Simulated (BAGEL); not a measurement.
# PBE0/def2-SVP (density fitting with qzvpp-jkfit) run of C2H4F2S (SMILES FCSCF)

Aim: the energy change on altering one bond length of C2H4F2S at PBE0/def2-SVP (density fitting with qzvpp-jkfit), from 2 runs. 

The results are computed with BAGEL 1.2.2.

2 further runs of the same task are left out: 2 set aside as unsound or not needed. Runs told in other sessions of the task aren't counted.

### Step 1. The system as given

C2H4F2S: 9 atoms, total charge 0, spin state singlet. As SMILES, `FCSCF`. The shape is that of a GFN2-xTB optimisation. This is one conformer, not always the lowest.

Bond lengths: F1–C2 1.361 Å, C2–S3 1.817 Å, S3–C4 1.816 Å, C4–F5 1.362 Å, C2–H6 1.093 Å, C2–H7 1.091 Å, C4–H8 1.093 Å, C4–H9 1.091 Å. Some angles: F1–C2–S3 111.3°, C2–S3–C4 98.0°, S3–C4–F5 111.3°, F1–C2–H6 108.1°, F1–C2–H7 108.5°, S3–C2–H6 109.6°, S3–C2–H7 107.5°, S3–C4–H8 109.6°, S3–C4–H9 107.5°, F5–C4–H8 108.1°.

### Step 2. A single-point energy at PBE0/def2-SVP (density fitting with qzvpp-jkfit)

input.json

```json
{ "bagel" : [

{
  "title" : "molecule",
  "basis" : "svp",
  "df_basis" : "qzvpp-jkfit",
  "angstrom" : true,
  "geometry" : [
    { "atom" : "F", "xyz" : [    0.209210,   -0.331020,   -1.924700 ] },
    { "atom" : "C", "xyz" : [    0.888130,    0.371850,   -0.977230 ] },
    { "atom" : "S", "xyz" : [    0.954980,   -0.534260,    0.595970 ] },
    { "atom" : "C", "xyz" : [   -0.804910,   -0.418360,    1.028570 ] },
    { "atom" : "F", "xyz" : [   -1.154870,    0.859680,    1.341830 ] },
    { "atom" : "H", "xyz" : [    0.375340,    1.325600,   -0.829310 ] },
    { "atom" : "H", "xyz" : [    1.915080,    0.510300,   -1.319300 ] },
    { "atom" : "H", "xyz" : [   -1.413280,   -0.738170,    0.178440 ] },
    { "atom" : "H", "xyz" : [   -0.969690,   -1.045620,    1.905730 ] }
  ]
},
{ "title" : "ks", "xc_func" : "pbe0" },
{ "title" : "print", "file" : "orbitals.molden", "orbitals" : true }

]}
```

On the command line:

```
$ BAGEL_NUM_THREADS=1 BAGEL input.json > input.out
```

The log of the run:

```text
* using 1 threads per process

  ===============================================================
  ===============================================================

  *** Geometry ***

  { "atom" : "F", "xyz" : [      0.395350,     -0.625537,     -3.637156 ] },
  { "atom" : "C", "xyz" : [      1.678322,      0.702695,     -1.846697 ] },
  { "atom" : "S", "xyz" : [      1.804651,     -1.009605,      1.126220 ] },
  { "atom" : "C", "xyz" : [     -1.521059,     -0.790586,      1.943716 ] },
  { "atom" : "F", "xyz" : [     -2.182388,      1.624560,      2.535691 ] },
  { "atom" : "H", "xyz" : [      0.709290,      2.505021,     -1.567169 ] },
  { "atom" : "H", "xyz" : [      3.618977,      0.964327,     -2.493116 ] },
  { "atom" : "H", "xyz" : [     -2.670712,     -1.394939,      0.337203 ] },
  { "atom" : "H", "xyz" : [     -1.832449,     -1.975935,      3.601308 ] },

  Number of auxiliary basis functions:      504

  Since a DF basis is specified, we compute 2- and 3-index integrals:
    o Being stored without compression. Storage requirement is 0.036 GB

  Number of basis functions:       94
  Number of electrons      :       50

    * METHOD: MOLECULE                             0.43

  *** Kohn-Sham DFT ***

    * Removing 17132 points whose weight is below 1.00e-10
    * Grid points: 117022

  === Nuclear Repulsion ===
   238.7381089091

       - DIIS with orbital gradients will be used.

  === KS iteration (pbe0 / svp) ===
      0       -646.65839069          0.11377845           0.69
      1       -632.71492326          0.17311119           0.67
      2       -651.62920666          0.12444664           0.67
      3       -674.38720168          0.04596414           0.68
      4       -675.25468534          0.02767889           0.67
      5       -675.68707734          0.00594857           0.67
      6       -675.70889665          0.00204647           0.67
      7       -675.71020807          0.00127347           0.67
      8       -675.71122072          0.00032844           0.67
      9       -675.71127617          0.00006440           0.67
     10       -675.71127811          0.00003320           0.67
     11       -675.71127878          0.00000551           0.67
     12       -675.71127878          0.00000554           0.67
     13       -675.71127880          0.00000083           0.67
     14       -675.71127880          0.00000042           0.67
     15       -675.71127880          0.00000014           0.67
     16       -675.71127880          0.00000007           0.67
     17       -675.71127880          0.00000002           0.66
     18       -675.71127880          0.00000001           0.67
    * SCF iteration converged.

    * Permanent dipole moment:
           (   -0.037533,     0.020913,    -0.018161) a.u.

    * METHOD: KS                                  13.75

    * METHOD: PRINT                                0.03

  ===============================================================
```

Run time: 14 s. Hardware: 1 thread of Arm Neoverse N1, shared host; peak memory 0.52 GiB.

### Step 3. The distorted shape, same level

input.json

```json
{ "bagel": [

{
  "title": "molecule",
  "basis": "svp",
  "df_basis": "qzvpp-jkfit",
  "angstrom": true,
  "geometry": [
    { "atom": "F", "xyz": [       0.005515,      -0.541901,      -2.208968 ] },
    { "atom": "C", "xyz": [       0.888130,       0.371850,      -0.977230 ] },
    { "atom": "S", "xyz": [       0.954980,      -0.534260,       0.595970 ] },
    { "atom": "C", "xyz": [      -0.804910,      -0.418360,       1.028570 ] },
    { "atom": "F", "xyz": [      -1.154870,       0.859680,       1.341830 ] },
    { "atom": "H", "xyz": [       0.375340,       1.325600,      -0.829310 ] },
    { "atom": "H", "xyz": [       1.915080,       0.510300,      -1.319300 ] },
    { "atom": "H", "xyz": [      -1.413280,      -0.738170,       0.178440 ] },
    { "atom": "H", "xyz": [      -0.969690,      -1.045620,       1.905730 ] }
  ]
},

{ "title": "ks", "xc_func": "pbe0" },

{ "title": "print", "file": "orbitals.molden", "orbitals": true }

]}
```

On the command line:

```
$ BAGEL_NUM_THREADS=1 BAGEL input.json > input.out
```

The log of the run:

```text
* using 1 threads per process

  ===============================================================
  ===============================================================

  *** Geometry ***

  { "atom" : "F", "xyz" : [      0.010422,     -1.024044,     -4.174345 ] },
  { "atom" : "C", "xyz" : [      1.678322,      0.702695,     -1.846697 ] },
  { "atom" : "S", "xyz" : [      1.804651,     -1.009605,      1.126220 ] },
  { "atom" : "C", "xyz" : [     -1.521059,     -0.790586,      1.943716 ] },
  { "atom" : "F", "xyz" : [     -2.182388,      1.624560,      2.535691 ] },
  { "atom" : "H", "xyz" : [      0.709290,      2.505021,     -1.567169 ] },
  { "atom" : "H", "xyz" : [      3.618977,      0.964327,     -2.493116 ] },
  { "atom" : "H", "xyz" : [     -2.670712,     -1.394939,      0.337203 ] },
  { "atom" : "H", "xyz" : [     -1.832449,     -1.975935,      3.601308 ] },

  Number of auxiliary basis functions:      504

  Since a DF basis is specified, we compute 2- and 3-index integrals:
    o Being stored without compression. Storage requirement is 0.036 GB

  Number of basis functions:       94
  Number of electrons      :       50

    * METHOD: MOLECULE                             0.43

  *** Kohn-Sham DFT ***

    * Removing 16552 points whose weight is below 1.00e-10
    * Grid points: 117602

  === Nuclear Repulsion ===
   228.5573107190

       - DIIS with orbital gradients will be used.

  === KS iteration (pbe0 / svp) ===
      0       -645.13100848          0.11470081           0.69
      1       -604.22252152          0.18056679           0.67
      2       -625.26548138          0.15334994           0.67
      3       -633.03922952          0.17380756           0.66
      4       -673.10333158          0.04983572           0.66
      5       -675.01881971          0.02920831           0.66
      6       -675.57724950          0.01040189           0.67
      7       -675.60812091          0.00841965           0.67
      8       -675.64679545          0.00456278           0.67
      9       -675.65900409          0.00054675           0.67
     10       -675.65918340          0.00012835           0.67
     11       -675.65919199          0.00003835           0.67
     12       -675.65919274          0.00001328           0.68
     13       -675.65919286          0.00000378           0.67
     14       -675.65919287          0.00000074           0.67
     15       -675.65919287          0.00000030           0.67
     16       -675.65919287          0.00000017           0.67
     17       -675.65919287          0.00000003           0.67
     18       -675.65919287          0.00000001           0.67
     19       -675.65919287          0.00000001           0.67
    * SCF iteration converged.

    * Permanent dipole moment:
           (   -0.279952,    -0.171737,    -0.698591) a.u.

    * METHOD: KS                                  14.43

    * METHOD: PRINT                                0.03

  ===============================================================
```

Wall time 15 s (1 thread of Arm Neoverse N1, shared host); peak memory 0.52 GiB.

### Step 4. Outcome

Level: PBE0/def2-SVP (density fitting with qzvpp-jkfit).

| quantity | value |
| --- | --- |
| first shape: total energy | -675.71128 Eh |
| first shape: dipole moment | 0.12 D |
| first shape: HOMO energy | -7.36 eV |
| first shape: LUMO energy | 1.08 eV |
| first shape: HOMO–LUMO gap | 8.44 eV |
| distorted shape: total energy | -675.65919 Eh |
| distorted shape: dipole moment | 1.96 D |
| distorted shape: HOMO energy | -7.85 eV |
| distorted shape: LUMO energy | -1.19 eV |
| distorted shape: HOMO–LUMO gap | 6.66 eV |
| energy change with the F1–C2 bond stretched from 1.361 to 1.769 Å | 1.417 eV |

**Reading.** With the F1–C2 bond stretched from 1.361 to 1.769 Å the energy rises by 1.42 eV (137 kJ/mol). The first shape isn't relaxed at this level, so the change isn't measured from a minimum.
